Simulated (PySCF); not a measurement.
Fill in the blanks.

Cyclobutyl chloride, C₄H₇Cl.
SMILES: `ClC1CCC1`

```tsv
property	level	value
point group	PBE0-D3(BJ)/def2-SVP	Cs
rotational constants A, B, C	PBE0-D3(BJ)/def2-SVP	10.159, 2.530, 2.207 GHz
dipole moment	wB97X-D/def2-SVPD	2.36 D
HOMO energy	wB97X-D/def2-SVPD	-10.09 eV
LUMO energy	wB97X-D/def2-SVPD	?
lowest singlet excitation	TDDFT wB97X-D/def2-SVPD	7.45 eV (166 nm, f = 0.005)
strongest line among the 10 lowest singlet transitions	TDDFT wB97X-D/def2-SVPD	S4 at 8.48 eV (146 nm, f = 0.069)
lowest triplet excitation (Tamm–Dancoff)	TDA wB97X-D/def2-SVPD	?
static isotropic polarisability	wB97X-D/def2-SVPD	60.4 au
vertical ionisation energy	ΔSCF wB97X-D/def2-SVPD	10.58 eV
electronic spatial extent ⟨r²⟩ about the centre of nuclear charge	wB97X-D/def2-SVPD	572 bohr²
13C chemical shifts (computed TMS as zero) by class	GIAO PBE0/pcSseg-1	56.6 (1 C), 37.2 (2 C), 17.2 (1 C) ppm
1H chemical shifts (computed TMS as zero) by class	GIAO PBE0/pcSseg-1	4.01 (1 H), 2.30 (2 H), 2.07 (2 H), 1.75 (1 H), 1.56 (1 H) ppm
isotropic shieldings of nuclei other than C and H, by class	GIAO PBE0/pcSseg-1	758 (1 Cl) ppm
core binding energies	ΔSCF SCAN, pcX-2 on the ionised atom, pcseg-1 elsewhere, spin-free X2C, 2p3/2 from a spin–orbit splitting computed afterwards within the 2p shell	?
```

The electronic properties come from PySCF, for the isolated species, density fitting. Geometry: PBE0-D3(BJ)/def2-SVP, one conformer, isolated molecule.

Task: Give the core binding energies.

Result: Cl2p3/2 205.6, C1s 290.9 (×2), C1s 290.9, C1s 292.1, Cl1s 2828.2 eV.

Task: What is the LUMO energy?

Result: 2.23 eV.

Task: Give the lowest triplet excitation (Tamm–Dancoff).

Result: 6.84 eV.

The rotational constants make it an asymmetric top with κ = (2B − A − C)/(A − C) = -0.92, nearer the prolate limit (−1). The ΔSCF ionisation energy exceeds −ε(HOMO) by 0.49 eV with wB97X-D. The principal polarisabilities are 52.2, 57.4 and 71.7 au; their mean is the isotropic value. The polarisability is 8.95 Å³ as a volume (1 au = 0.148185 Å³), or 1.26 au for each of the 48 electrons. The vertical singlet–triplet gap S1 − T1 is 0.61 eV (TDDFT singlet less Tamm–Dancoff triplet; S1: HOMO→LUMO, weight 0.53, beside HOMO→LUMO+1, weight 0.29; T1: HOMO→LUMO, weight 0.47, beside HOMO→LUMO+1, weight 0.29).
